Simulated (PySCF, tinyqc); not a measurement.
Worked calculation: RKS/LDA (VWN5) in the sto-3g basis, for LiH, spin multiplicity 1. The lowest restricted solution is unstable here: a spin-polarised one lies 0.0082 hartree lower (PySCF). One step of it, computed by the program tinyqc.

Task: Iteration 2: DIIS coefficients. Solve [B -1; -1 0][c; lambda] = [0; -1] for the coefficients, which sum to one.

B (overlaps of the stored error matrices):
```
,1,2
1,1.5460312e-02,2.0765329e-03
2,2.0765329e-03,1.2379285e-01
```

Give: DIIS coefficients.

Result:

DIIS coefficients: 0.901  0.099
